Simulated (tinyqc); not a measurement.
Worked calculation: RHF in the sto-3g basis, for H3O+, spin multiplicity 1. One step of it, computed by the program tinyqc.

Task: Iteration 2: diagonalisation and new density. Diagonalise F' = X^T F X, C = X C', fill 5 alpha and 5 beta electrons from the bottom; D = 2 C_occ C_occ^T; the new density keeps 0.7 of the old one (damping). Each column has its largest component positive (the first on a tie).

Fock matrix F (hartree), lower triangle:
```
             1O 1s      1O 2s     1O 2px     1O 2py     1O 2pz      2H 1s      3H 1s      4H 1s
1O 1s   -23.898590
1O 2s    -5.763388  -3.665933
1O 2px   -0.001030  -0.007437  -2.172352
1O 2py    0.000000   0.000000   0.000000  -1.718376
1O 2pz    0.007465  -0.007740   0.000169   0.000000  -2.081954
2H 1s    -1.099251  -1.194801  -0.721274   0.000000   0.084741  -1.002009
3H 1s    -1.098024  -1.193584   0.359288  -0.547835   0.085168  -0.354827  -1.007357
4H 1s    -1.098024  -1.193584   0.359288   0.547835   0.085168  -0.354827  -0.367160  -1.007357
```

X:
```
                1          2          3          4          5          6          7          8
1O 1s   -0.363358   0.000000  -0.000009   0.770620   0.569297   0.000000   0.000002   0.150678
1O 2s    1.259126   0.000000   0.000024  -0.022274   0.102629   0.000000   0.000003   0.442372
1O 2px  -0.000023   0.000000   0.934710   0.000000   0.000000   0.000000   0.658986  -0.000002
1O 2py   0.000000   0.934710   0.000000   0.000000   0.000000   0.658988   0.000000   0.000000
1O 2pz  -0.119760   0.000000  -0.000002  -0.613928   0.784040   0.000000   0.000000  -0.043358
2H 1s   -0.546368   0.000000  -0.921906  -0.143081  -0.104647   0.000000   0.445432   0.309571
3H 1s   -0.546401  -0.798388   0.460937  -0.143079  -0.104646   0.385754  -0.222714   0.309575
4H 1s   -0.546401   0.798388   0.460937  -0.143079  -0.104646  -0.385754  -0.222714   0.309575
```

D after iteration 1, lower triangle:
```
            1O 1s      1O 2s     1O 2px     1O 2py    1O 2pz      2H 1s      3H 1s     4H 1s
1O 1s    0.646164
1O 2s   -0.234938   1.350617
1O 2px  -0.000075   0.000533   2.513821
1O 2py   0.000000   0.000000   0.000000   0.834613
1O 2pz  -0.028482   0.087225  -0.000091   0.000000  1.990088
2H 1s    0.069770  -0.625097  -0.885836   0.000000  0.066168   2.056035
3H 1s    0.069703  -0.624962   0.442211  -0.484243  0.066005  -0.163258   2.011127
4H 1s    0.069703  -0.624962   0.442211   0.484243  0.066005  -0.163258  -0.118635  2.011127
```

overlap S, lower triangle:
```
           1O 1s     1O 2s     1O 2px     1O 2py     1O 2pz     2H 1s     3H 1s     4H 1s
1O 1s   1.000000
1O 2s   0.236704  1.000000
1O 2px  0.000000  0.000000   1.000000
1O 2py  0.000000  0.000000   0.000000   1.000000
1O 2pz  0.000000  0.000000   0.000000   0.000000   1.000000
2H 1s   0.044521  0.423315   0.361328   0.000000  -0.045254  1.000000
3H 1s   0.044521  0.423318  -0.180666   0.312920  -0.045254  0.168213  1.000000
4H 1s   0.044521  0.423318  -0.180666  -0.312920  -0.045254  0.168213  0.168215  1.000000
```

Give: F' = X^T F X; orbital energies; coefficients C; D after iteration 2.

Result:

F' = X^T F X (hartree), lower triangle:
```
        1       2       3        4       5       6       7       8
1  -1.611
2   0.000  -0.682
3   0.003   0.000  -0.868
4   2.513   0.000   0.003  -14.145
5   1.910   0.000   0.002   -9.366  -9.361
6   0.000  -0.483   0.000    0.000   0.000  -1.494
7  -0.010   0.000  -0.729   -0.002  -0.002   0.000  -1.772
8   0.072   0.000  -0.008   -5.020  -3.934   0.000  -0.001  -3.823
```

orbital energies (hartree): MO1 -23.899, MO2 -2.421, MO3 -2.178, MO4 -2.082, MO5 -1.719, MO6 -0.540, MO7 -0.461, MO8 -0.457

coefficients C:
```
           MO1     MO2     MO3     MO4     MO5     MO6     MO7     MO8
1O 1s    0.999  -0.256   0.008   0.008   0.000  -0.098   0.013   0.000
1O 2s    0.006   1.086  -0.033  -0.035   0.000   0.774  -0.105   0.000
1O 2px   0.000   0.034   1.030   0.004   0.000  -0.070  -0.491   0.000
1O 2py   0.000   0.000   0.000   0.000   0.992   0.000   0.000  -0.569
1O 2pz   0.000   0.020  -0.005   1.000   0.000  -0.080   0.011   0.000
2H 1s   -0.001  -0.049  -0.059   0.006   0.000  -0.506   1.101   0.000
3H 1s   -0.001  -0.044   0.030   0.006   0.013  -0.714  -0.418   0.887
4H 1s   -0.001  -0.044   0.030   0.006  -0.013  -0.714  -0.418  -0.887
```

D after iteration 2, lower triangle:
```
         1O 1s   1O 2s  1O 2px  1O 2py  1O 2pz   2H 1s   3H 1s  4H 1s
1O 1s    1.090
1O 2s   -0.328   1.655
1O 2px   0.000   0.002   2.397
1O 2py   0.000   0.000   0.000   1.175
1O 2pz  -0.019   0.054   0.000   0.000   1.994
2H 1s    0.056  -0.468  -0.658   0.000   0.049   1.443
3H 1s    0.055  -0.467   0.327  -0.331   0.049  -0.114   1.410
4H 1s    0.055  -0.467   0.327   0.331   0.049  -0.114  -0.081  1.410
```
